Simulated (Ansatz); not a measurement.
## Worked example: correlation energy of B–GaH–Cl, triplet

Geometry: a PBE0/def2-TZVP stationary point for this spin, not checked as a minimum.

| atom | x (Å) | y (Å) | z (Å) |
| --- | --- | --- | --- |
| B | 0.0000 | -1.3720 | 1.7116 |
| Ga | 0.0000 | 0.2888 | 0.5213 |
| Cl | 0.0000 | -0.2003 | -1.5744 |
| H | 0.0000 | 1.7813 | 0.9570 |

Basis cc-pVDZ; Ansatz 0.2.0. Only valence electrons are correlated (noble-gas cores and the filled d shells of p-block atoms frozen), which leaves 14 electrons in 44 orbitals. R marks a restricted (for open shells ROHF) determinant, U an unrestricted one. No spin–orbit coupling is included, and no scalar relativity.

Full CI isn't at hand for all of this; UCCSDT(Q) serves as the reference, and is uncertain by the last step of the cluster series or more.

UCCSD has a T1 diagnostic of 0.022 and a largest doubles amplitude of 0.04.

Runs differ by some tens of microhartree through their thresholds and, for an open shell, their frozen cores, so steps under 0.03 kcal/mol mean nothing.

```tsv
level	total energy (hartree)
UHF	-2407.917917
UMP2	-2408.141790
UCCSD	-2408.179275
UCCSD(T)	-2408.185683
UCCSDT	-2408.187031
UCCSDT(Q)	-2408.187571
```

Q: What is the correlation energy at UCCSDT(Q), and what share of it do UMP2 and UCCSD recover?

A: E(corr) = -2408.187571 − (-2407.917917) = -0.269654 hartree = -7.338 eV. UMP2: -0.223873 / -0.269654 = 83.02 %. UCCSD: -0.261358 / -0.269654 = 96.92 %.

Q: By how many kcal/mol does UCCSD(T) miss UCCSDT(Q) (1 hartree = 627.509 kcal/mol), and which steps make up the rest?

A: -2408.185683 − (-2408.187571) = 0.001888 hartree = 1.18 kcal/mol. Steps: UCCSDT − UCCSD(T) = -0.85, UCCSDT(Q) − UCCSDT = -0.34 kcal/mol. Differences between like states or geometries often cancel part of this.
